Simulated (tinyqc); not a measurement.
Worked calculation: MP2 on RHF in the sto-6g basis, frozen core, for H2O, spin multiplicity 1. One step of it, computed by the program tinyqc.

Question. Second-order Moller-Plesset energy. E2 = sum_ijab (ia|jb) [2 (ia|jb) - (ib|ja)] / (e_i + e_j - e_a - e_b) over occupied i, j and virtual a, b; the opposite-spin part is (ia|jb)^2 / denominator, the rest is same-spin, and SCS-MP2 scales them by 6/5 and 1/3.

orbital energies (hartree): MO1 -20.482677, MO2 -1.265908, MO3 -0.644782, MO4 -0.430205, MO5 -0.387251, MO6 0.582892, MO7 0.784642

Two-electron integrals over orbitals (pq|rs), unique and non-zero (hartree); the lowest 1 orbital is frozen and left out:
```
(22|22) 0.726517    (32|32) 0.146655    (33|22) 0.643918    (33|33) 0.634853
(42|22) 0.004021    (42|33) 0.006399    (42|42) 0.126767    (43|32) 0.020288
(43|43) 0.044487    (44|22) 0.689280    (44|33) 0.604679    (44|42) -0.105118
(44|44) 0.806456    (52|52) 0.145569    (53|53) 0.028811    (54|52) -0.042987
(54|54) 0.054733    (55|22) 0.749821    (55|33) 0.629311    (55|42) -0.062416
(55|44) 0.740892    (55|55) 0.880663    (62|22) 0.142045    (62|33) 0.071710
(62|42) 0.021744    (62|44) 0.101031    (62|55) 0.161782    (62|62) 0.101249
(63|32) -0.048572   (63|43) -0.028519   (63|63) 0.078880    (64|22) 0.091625
(64|33) 0.039368    (64|42) -0.014167   (64|44) 0.109122    (64|55) 0.104742
(64|62) 0.063256    (64|64) 0.058978    (65|52) 0.062111    (65|54) -0.002508
(65|65) 0.039432    (66|22) 0.603875    (66|33) 0.568996    (66|42) 0.061540
(66|44) 0.544230    (66|55) 0.580815    (66|62) 0.088791    (66|64) 0.042320
(66|66) 0.589776    (72|32) 0.042284    (72|43) -0.030224   (72|63) 0.034856
(72|72) 0.062117    (73|22) 0.145313    (73|33) 0.093555    (73|42) -0.068238
(73|44) 0.169428    (73|55) 0.191794    (73|62) 0.080243    (73|64) 0.068647
(73|66) 0.037366    (73|73) 0.148715    (74|32) -0.071970   (74|43) 0.005632
(74|63) 0.044217    (74|72) -0.017379   (74|74) 0.063153    (75|53) 0.023930
(75|75) 0.025070    (76|32) 0.105022    (76|43) 0.045283    (76|63) -0.073667
(76|72) -0.006086   (76|74) -0.056036   (76|76) 0.123264    (77|22) 0.628789
(77|33) 0.613895    (77|42) -0.016800   (77|44) 0.618880    (77|55) 0.632734
(77|62) 0.072267    (77|64) 0.039523    (77|66) 0.564597    (77|73) 0.102774
(77|77) 0.626964
```

Hartree-Fock energy = -75.66738012 hartree

Give: Terms; Pair energies; MP2 correlation energy; SCS-MP2 correlation energy; MP2 total energy.

Answer.

Terms:
```
i  j  a  b  (ia|jb)  (ib|ja)  denominator       term
3  3  7  7   0.1487   0.1487      -2.8588    -0.0077
2  3  6  7   0.0802   0.0349      -3.2782    -0.0031
3  2  7  6   0.0802   0.0349      -3.2782    -0.0031
2  2  6  6   0.1012   0.1012      -3.6976    -0.0028
3  4  7  6   0.0686   0.0442      -2.4425    -0.0026
4  3  6  7   0.0686   0.0442      -2.4425    -0.0026
3  3  6  6   0.0789   0.0789      -2.4553    -0.0025
4  4  6  6   0.0590   0.0590      -2.0262    -0.0017
4  4  7  7   0.0632   0.0632      -2.4297    -0.0016
2  4  6  6   0.0633   0.0633      -2.8619    -0.0014
4  2  6  6   0.0633   0.0633      -2.8619    -0.0014
2  2  7  7   0.0621   0.0621      -4.1011    -0.0009
5  5  6  6   0.0394   0.0394      -1.9403    -0.0008
4  3  7  6   0.0442   0.0686      -2.4425  -3.58e-04
3  4  6  7   0.0442   0.0686      -2.4425  -3.58e-04
5  5  7  7   0.0251   0.0251      -2.3438  -2.68e-04
2  3  7  6   0.0349   0.0802      -3.2782   1.12e-04
3  2  6  7   0.0349   0.0802      -3.2782   1.12e-04
4  2  7  7  -0.0174  -0.0174      -3.2654  -9.25e-05
2  4  7  7  -0.0174  -0.0174      -3.2654  -9.25e-05
```

Pair energies (hartree; pair i-j sums ij and ji):
```
pair  opposite spin  same spin
2-2         -0.0037     0.0000
3-2         -0.0047    -0.0013
3-3         -0.0103     0.0000
4-2         -0.0030     0.0000
4-3         -0.0055  -4.89e-04
4-4         -0.0034     0.0000
5-5         -0.0011     0.0000
```

MP2 correlation energy = -0.033267 hartree

SCS-MP2 correlation energy = -0.038407 hartree

MP2 total energy = -75.700647 hartree
